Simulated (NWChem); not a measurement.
# One shape, several levels: BH5S (SMILES [BH3-][SH2+])

Aim: a comparison of 4 runs (HF/STO-3G, HF/3-21G, B3LYP/6-31G*) of BH5S. 

The calculation is run with NWChem 7.3.0.

**1. Starting point**

BH5S has 7 atoms, charge 0, and is taken as a singlet. SMILES: `[BH3-][SH2+]`. The shape is that of a PBE0-D4/def2-TZVP optimisation.

Bond lengths: B1–S2 1.975 Å, B1–H3 1.207 Å, B1–H4 1.203 Å, B1–H5 1.207 Å, S2–H6 1.346 Å, S2–H7 1.346 Å. Angles: B1–S2–H6 103.7°, B1–S2–H7 103.7°, S2–B1–H3 100.3°, S2–B1–H4 107.0°, S2–B1–H5 100.3°, H6–S2–H7 92.5°, H3–B1–H4 116.2°, H3–B1–H5 113.7°, H4–B1–H5 116.2°.

**2. Energy and forces at HF/STO-3G (run 1)**

The input, run.py:

```python
from ase import Atoms
from ase.calculators.nwchem import NWChem

atoms = Atoms('BSHHHHH', positions=[
    [-0.525600, -0.461500, -0.504300],
    [0.568600, 0.977600, 0.290900],
    [-1.623200, 0.036400, -0.431500],
    [-0.344400, -1.447600, 0.159700],
    [-0.075400, -0.482100, -1.624500],
    [0.286000, 0.903800, 1.604900],
    [1.775400, 0.405500, 0.458900],
])

calc = NWChem(
    label='run',
    theory='scf',
    memory='2200 mb',
    basis='STO-3G',
    basispar='spherical bse',
    scf={'nopen': '0', 'rhf': None, 'thresh': '1e-08', 'maxiter': '80'},
)
atoms.calc = calc

forces = atoms.get_forces()
print(f"energy = {atoms.get_potential_energy():.6f} eV")
print("forces (eV/A):")
for s, f in zip(atoms.symbols, forces):
    print(f"{s:2s} {f[0]:10.5f} {f[1]:10.5f} {f[2]:10.5f}")
print("dipole (e A):", atoms.get_dipole_moment().round(4))
```

Command:

```sh
export ASE_NWCHEM_COMMAND="nwchem PREFIX.nwi > PREFIX.nwo"
python run.py
```

What it wrote:

```text
energy = -11440.228685 eV
forces (eV/A):
B    -0.93480   -0.53623   -0.97743
S     0.85962    0.23202    1.01579
H     1.29162   -0.85808   -0.07076
H    -0.16044    1.21906   -0.73976
H    -0.62200   -0.21628    1.40644
H    -0.06171    0.02823   -0.43657
H    -0.37230    0.13128   -0.19772
dipole (e A): [0.6346 0.5008 0.6063]
```

The calculator wrote run.nwi:

```
title "run"

permanent_dir run

scratch_dir run

start run

geometry units angstrom nocenter noautosym noautoz
  B  -5.2559999999999996e-01 -4.6150000000000002e-01 -5.0429999999999997e-01
  S  5.6859999999999999e-01 9.7760000000000002e-01 2.9089999999999999e-01
  H  -1.6232000000000000e+00 3.6400000000000002e-02 -4.3149999999999999e-01
  H  -3.4439999999999998e-01 -1.4476000000000000e+00 1.5970000000000001e-01
  H  -7.5399999999999995e-02 -4.8209999999999997e-01 -1.6245000000000001e+00
  H  2.8599999999999998e-01 9.0380000000000005e-01 1.6049000000000000e+00
  H  1.7754000000000001e+00 4.0550000000000003e-01 4.5889999999999997e-01
end

memory 2200 mb

basis spherical bse noprint
   * library STO-3G
end

scf
  nopen 0
  rhf
  thresh 1e-08
  maxiter 80
end

task scf gradient
```

run.nwo:

```text
Northwest Computational Chemistry Package (NWChem) 7.3.0
             --------------------------------------------------------

           Job information
           ---------------

    nwchem branch   = 7.3.0
    use scalapack   = T
    input           = run.nwi
    prefix          = run.
    data base       = run/run.db
    status          = startup
    nproc           =        1

           Memory information
           ------------------

    heap     =     72089598 doubles =      550.0 Mbytes
    stack    =     72089595 doubles =      550.0 Mbytes
    global   =    144179200 doubles =     1100.0 Mbytes (distinct from heap & stack)
    total    =    288358393 doubles =     2200.0 Mbytes
    verify   = yes
    hardfail = no

[... 136 lines left out ...]
 Convergence threshold     :          1.000E-08
[... 12 lines left out ...]
       Final RHF  results
[... 3 lines left out ...]
      One-electron energy =   -689.747997865231
[... 1 line left out ...]
 Nuclear repulsion energy =     54.745219326920
[... 27 lines left out ...]
                       ROHF Final Molecular Orbital Analysis
[... 184 lines left out ...]
                 ----------------------------------------
                 |  Time  |  1-e(secs)   |  2-e(secs)   |
                 ----------------------------------------
                 |  CPU   |       0.00   |       0.07   |
                 ----------------------------------------
                 |  WALL  |       0.00   |       0.07   |
                 ----------------------------------------

 Task  times  cpu:        0.4s     wall:        0.4s
 Total times  cpu:        0.4s     wall:        0.4s
```

It took 1.4 s on 1 thread of Intel Xeon 6975P-C (Granite Rapids), shared host; peak memory 0.099 GiB.

**3. Energy and gradient at HF/3-21G (run 2)**

The input, run.py:

```python
from ase import Atoms
from ase.calculators.nwchem import NWChem

molecule = Atoms(['B', 'S', 'H', 'H', 'H', 'H', 'H'], positions=[
    [-0.525600, -0.461500, -0.504300],
    [0.568600, 0.977600, 0.290900],
    [-1.623200, 0.036400, -0.431500],
    [-0.344400, -1.447600, 0.159700],
    [-0.075400, -0.482100, -1.624500],
    [0.286000, 0.903800, 1.604900],
    [1.775400, 0.405500, 0.458900],
])

calc = NWChem(
    label='calc',
    theory='scf',
    memory='2200 mb',
    basis='3-21G',
    basispar='spherical bse',
    scf={'nopen': '0', 'rhf': None, 'thresh': '1e-08', 'maxiter': '80', 'print': 'low'},
)
molecule.calc = calc

forces = molecule.get_forces()
print(f"energy = {molecule.get_potential_energy():.6f} eV")
print("forces (eV/A):")
for s, f in zip(molecule.symbols, forces):
    print(f"{s:2s} {f[0]:10.5f} {f[1]:10.5f} {f[2]:10.5f}")
```

Command:

```sh
export ASE_NWCHEM_COMMAND="nwchem PREFIX.nwi > PREFIX.nwo"
python run.py
```

What it wrote:

```text
energy = -11508.647764 eV
forces (eV/A):
B    -1.18950   -1.12152   -1.05595
S     1.26683    1.11529    1.16024
H     0.10907   -0.23274   -0.01784
H     0.00668    0.15925   -0.06145
H    -0.12547   -0.15349    0.16486
H    -0.23932    0.18563    0.06330
H     0.17170    0.04751   -0.25320
```

The calculator wrote calc.nwi:

```
title "calc"

permanent_dir calc

scratch_dir calc

start calc

geometry units angstrom nocenter noautosym noautoz
  B  -5.2559999999999996e-01 -4.6150000000000002e-01 -5.0429999999999997e-01
  S  5.6859999999999999e-01 9.7760000000000002e-01 2.9089999999999999e-01
  H  -1.6232000000000000e+00 3.6400000000000002e-02 -4.3149999999999999e-01
  H  -3.4439999999999998e-01 -1.4476000000000000e+00 1.5970000000000001e-01
  H  -7.5399999999999995e-02 -4.8209999999999997e-01 -1.6245000000000001e+00
  H  2.8599999999999998e-01 9.0380000000000005e-01 1.6049000000000000e+00
  H  1.7754000000000001e+00 4.0550000000000003e-01 4.5889999999999997e-01
end

memory 2200 mb

basis spherical bse noprint
   * library 3-21G
end

scf
  nopen 0
  rhf
  thresh 1e-08
  maxiter 80
  print low
end

task scf gradient
```

calc.nwo:

```text
Northwest Computational Chemistry Package (NWChem) 7.3.0
             --------------------------------------------------------

           Job information
           ---------------

    nwchem branch   = 7.3.0
    use scalapack   = T
    input           = calc.nwi
    prefix          = calc.
    data base       = calc/calc.db
    status          = startup
    nproc           =        1

           Memory information
           ------------------

    heap     =     72089598 doubles =      550.0 Mbytes
    stack    =     72089595 doubles =      550.0 Mbytes
    global   =    144179200 doubles =     1100.0 Mbytes (distinct from heap & stack)
    total    =    288358393 doubles =     2200.0 Mbytes
    verify   = yes
    hardfail = no

[... 39 lines left out ...]
            Nuclear Dipole moment (a.u.)
[... 71 lines left out ...]
       Final RHF  results
[... 2 lines left out ...]
         Total SCF energy =   -422.935007942924
      One-electron energy =   -690.914815121441
      Two-electron energy =    213.234587851597
 Nuclear repulsion energy =     54.745219326920
[... 1 line left out ...]
        Time for solution =      0.3s

                              NWChem Gradients Module
                              -----------------------

                         RHF ENERGY GRADIENTS

    atom               coordinates                        gradient
                 x          y          z           x          y          z
   1 B      -0.993240  -0.872109  -0.952989    0.023132   0.021810   0.020535
   2 S       1.074498   1.847396   0.549721   -0.024636  -0.021689  -0.022563
   3 H      -3.067403   0.068786  -0.815417   -0.002121   0.004526   0.000347
   4 H      -0.650822  -2.735567   0.301789   -0.000130  -0.003097   0.001195
   5 H      -0.142485  -0.911037  -3.069860    0.002440   0.002985  -0.003206
   6 H       0.540462   1.707934   3.032821    0.004654  -0.003610  -0.001231
   7 H       3.355020   0.766284   0.867195   -0.003339  -0.000924   0.004924

 Task  times  cpu:        0.5s     wall:        0.5s
 Total times  cpu:        0.5s     wall:        0.5s
```

Run time: 1.5 s. Hardware: 1 thread of Intel Xeon 6975P-C (Granite Rapids), shared host; peak memory 0.097 GiB.

**4. Energy and gradient at B3LYP/6-31G(d) (spherical functions) (run 3)**

The input, run.py:

```python
from ase import Atoms
from ase.calculators.nwchem import NWChem

mol = Atoms(['B', 'S', 'H', 'H', 'H', 'H', 'H'], positions=[
    [-0.525600, -0.461500, -0.504300],
    [0.568600, 0.977600, 0.290900],
    [-1.623200, 0.036400, -0.431500],
    [-0.344400, -1.447600, 0.159700],
    [-0.075400, -0.482100, -1.624500],
    [0.286000, 0.903800, 1.604900],
    [1.775400, 0.405500, 0.458900],
])

calc = NWChem(
    label='bh5s',
    theory='dft',
    memory='2200 mb',
    basis='6-31G*',
    basispar='spherical bse',
    dft={'xc': 'b3lyp', 'mult': '1', 'grid': 'xfine', 'convergence': 'energy 1e-08', 'iterations': '100', 'mulliken': None},
)
mol.calc = calc

forces = mol.get_forces()
e = mol.get_potential_energy()
print(f"E = {e:.6f} eV")
print("forces (eV/A):")
for s, f in zip(mol.symbols, forces):
    print(f"{s:2s} {f[0]:10.5f} {f[1]:10.5f} {f[2]:10.5f}")
print("dipole (e A):", mol.get_dipole_moment().round(4))
```

Command:

```sh
export ASE_NWCHEM_COMMAND="nwchem PREFIX.nwi > PREFIX.nwo"
python run.py
```

What it wrote:

```text
E = -11592.410854 eV
forces (eV/A):
B    -0.29892   -0.29707   -0.25870
S     0.20214    0.32967    0.11971
H    -0.01085   -0.03816   -0.01399
H    -0.00247    0.00576   -0.00638
H    -0.02535   -0.03312   -0.00139
H    -0.04247    0.05353    0.16512
H     0.17792   -0.02062   -0.00437
dipole (e A): [0.5312 0.3819 0.5238]
```

The calculator wrote bh5s.nwi:

```
title "bh5s"

permanent_dir bh5s

scratch_dir bh5s

start bh5s

geometry units angstrom nocenter noautosym noautoz
  B  -5.2559999999999996e-01 -4.6150000000000002e-01 -5.0429999999999997e-01
  S  5.6859999999999999e-01 9.7760000000000002e-01 2.9089999999999999e-01
  H  -1.6232000000000000e+00 3.6400000000000002e-02 -4.3149999999999999e-01
  H  -3.4439999999999998e-01 -1.4476000000000000e+00 1.5970000000000001e-01
  H  -7.5399999999999995e-02 -4.8209999999999997e-01 -1.6245000000000001e+00
  H  2.8599999999999998e-01 9.0380000000000005e-01 1.6049000000000000e+00
  H  1.7754000000000001e+00 4.0550000000000003e-01 4.5889999999999997e-01
end

memory 2200 mb

basis spherical bse noprint
   * library 6-31G*
end

dft
  xc b3lyp
  mult 1
  grid xfine
  convergence energy 1e-08
  iterations 100
  mulliken
end

task dft gradient
```

bh5s.nwo:

```text
Northwest Computational Chemistry Package (NWChem) 7.3.0
             --------------------------------------------------------

           Job information
           ---------------

    nwchem branch   = 7.3.0
    use scalapack   = T
    input           = bh5s.nwi
    prefix          = bh5s.
    data base       = bh5s/bh5s.db
    status          = startup
    nproc           =        1

           Memory information
           ------------------

    heap     =     72089598 doubles =      550.0 Mbytes
    stack    =     72089595 doubles =      550.0 Mbytes
    global   =    144179200 doubles =     1100.0 Mbytes (distinct from heap & stack)
    total    =    288358393 doubles =     2200.0 Mbytes
    verify   = yes
    hardfail = no

[... 107 lines left out ...]
  convergence criterion.
[... 40 lines left out ...]
          Spatial weights used:  Erf1
[... 79 lines left out ...]
         Total DFT energy =     -426.013244727625
[... 3 lines left out ...]
 Nuclear repulsion energy =       54.745219326920
[... 369 lines left out ...]
          Convergence on gradient requested:  5.00D-04
[... 27 lines left out ...]
          total energy or number of iterations.
[... 38 lines left out ...]
                 ----------------------------------------
                 |  Time  |  1-e(secs)   |  2-e(secs)   |
                 ----------------------------------------
                 |  CPU   |       0.00   |       0.59   |
                 ----------------------------------------
                 |  WALL  |       0.00   |       0.59   |
                 ----------------------------------------

 Task  times  cpu:        9.3s     wall:        9.3s
 Total times  cpu:        9.3s     wall:        9.3s
```

Wall time 11 s (1 thread of Intel Xeon 6975P-C (Granite Rapids), shared host); peak memory 0.13 GiB.

**5. Energy and gradient at B3LYP/6-31G(d) (Cartesian functions) (run 4)**

The input, geom.nw:

```
start geom
title "BH5S"
memory 2200 mb

geometry units angstroms noautosym nocenter noautoz
  B    -0.525600   -0.461500   -0.504300
  S     0.568600    0.977600    0.290900
  H    -1.623200    0.036400   -0.431500
  H    -0.344400   -1.447600    0.159700
  H    -0.075400   -0.482100   -1.624500
  H     0.286000    0.903800    1.604900
  H     1.775400    0.405500    0.458900
end

basis "ao basis" cartesian
  * library 6-31G*
end

dft
  xc b3lyp
  grid xfine
  convergence energy 1e-08
  maxiter 100
  mulliken
end

task dft gradient
```

Command:

```sh
nwchem geom.nw > geom.out
```

What it wrote:

```text
[...]
          Wavefunction type:  closed shell.
          No. of atoms     :     7
          No. of electrons :    26
[...]
          Charge           :     0
          Spin multiplicity:     1
[...]
          AO basis - number of functions:    44
[...]
              XC Information
              --------------
                         B3LYP Method XC Potential
                     Hartree-Fock (Exact) Exchange  0.200
                        Slater Exchange Functional  0.800 local
                    Becke 1988 Exchange Functional  0.720 non-local
              Lee-Yang-Parr Correlation Functional  0.810
                  VWN I RPA Correlation Functional  0.190 local
[...]
 d= 0,ls=0.0,diis     1   -425.9706696420 -4.81D+02  2.02D-02  3.38D-01     1.3
[...]
 d= 0,ls=0.0,diis     8   -426.0166376649 -1.29D-10  2.27D-06  8.49D-09     8.0
         Total DFT energy =     -426.016637664890
      One electron energy =     -693.858085565827
           Coulomb energy =      244.706933258293
    Exchange-Corr. energy =      -31.610704684276
 Nuclear repulsion energy =       54.745219326920
[...]
      Total Density - Mulliken Population Analysis
     ---------------------------------------------
    Atom       Charge   Shell Charges
 -----------   ------   -------------------------------------------------------
    1 B    5     5.19   1.99  0.52  1.55  0.45  0.60  0.08
    2 S   16    16.02   2.00  1.99  5.97  1.42  3.09  0.48  1.01  0.06
    3 H    1     1.03   0.52  0.52
    4 H    1     1.04   0.52  0.52
    5 H    1     1.03   0.52  0.52
    6 H    1     0.84   0.50  0.34
    7 H    1     0.84   0.50  0.34
[...]
  wavefunction    = closed shell
                         DFT ENERGY GRADIENTS
    atom               coordinates                        gradient
                 x          y          z           x          y          z
   1 B      -0.993240  -0.872109  -0.952989    0.005884   0.005799   0.005114
   2 S       1.074498   1.847396   0.549721   -0.003924  -0.006328  -0.002354
   3 H      -3.067403   0.068786  -0.815417    0.000158   0.000766   0.000276
   4 H      -0.650822  -2.735567   0.301789    0.000052  -0.000153   0.000148
   5 H      -0.142485  -0.911037  -3.069860    0.000515   0.000643  -0.000027
   6 H       0.540462   1.707934   3.032821    0.000804  -0.001086  -0.003229
   7 H       3.355020   0.766284   0.867195   -0.003490   0.000359   0.000073
[...]
```

It took 11 s on 1 thread of Intel Xeon 6975P-C (Granite Rapids), shared host; peak memory 0.13 GiB.

**6. The series**

```csv
run,level,iteration cap,module,energy (Eh),dipole moment (D),HOMO energy (eV),LUMO energy (eV),wall time
1,HF/STO-3G,80,scf,-420.420653,4.85,-10.00,9.98,1.4 s
2,HF/3-21G,80,scf,-422.935008,–,–,–,1.5 s
3,B3LYP/6-31G* (spherical functions),100,dft,-426.013245,4.03,-7.94,-0.38,11 s
4,B3LYP/6-31G* (Cartesian functions),100,dft,-426.016638,4.02,-7.94,-0.37,11 s
```

**7. Results**

```
                       quantity          value
            run 4: total energy  -426.01664 Eh
           run 4: dipole moment         4.02 D
             run 4: HOMO energy       -7.94 eV
             run 4: LUMO energy       -0.37 eV
           run 4: HOMO–LUMO gap        7.57 eV
run 4: largest force on an atom     0.500 eV/Å
```

In words: Over runs 1, 3, 4 the dipole moment (its size) runs from 4.02 D (B3LYP/6-31G*) to 4.85 D (HF/STO-3G). The two ends differ in method and basis. Over runs 1, 3, 4 the HOMO–LUMO gap runs from 7.57 eV (B3LYP/6-31G*) to 19.98 eV (HF/STO-3G). In run 1 the basis is minimal, so the values are rough. All runs together took 24 s, the longest 11 s.
